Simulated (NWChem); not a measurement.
## Spin states of nitrogen dioxide (NO$_{2}$)

SMILES: [O]N=O
```xyz
3

O     -1.0994     0.0000     0.1399
N      0.0000     0.0000    -0.3199
O      1.0994     0.0000     0.1399
```
Charge 0, spin multiplicity 2.

All runs are NWChem calculations. All single points use one geometry, from UB3LYP/def2-SVP, a minimum by its harmonic frequencies.

Basis set: def2-TZVP. The gap is E(quartet) − E(doublet) at the geometry of the doublet, so a negative value puts the higher spin lower. Open shells are unrestricted. The quartet is the single determinant that the SCF runs reached, with unpaired electrons in orbitals of symmetry a1 and b1 and b2 (C2v labels); it need not be the lowest quartet, which in molecules with degenerate π orbitals can need several determinants.

The correlated methods keep 3 core orbitals frozen. B3LYP has NWChem's definition, with VWN1-RPA local correlation. The unpaired electrons of the parent sit in orbitals of symmetry a1 (C2v labels of the run); other states weren't searched. No SCF solution was tested for a lower state. Open-shell Hartree-Fock references start from PBE0 orbitals.

Q: One of these methods gave a vertical doublet-quartet gap of 107.3 kcal/mol. Which?
(A) B2PLYP
(B) LDA (SVWN5)
(C) B3LYP
(D) MP2

A: A, B2PLYP. The others give 123.6 (MP2), 100.5 (B3LYP), 113.5 (LDA (SVWN5)).
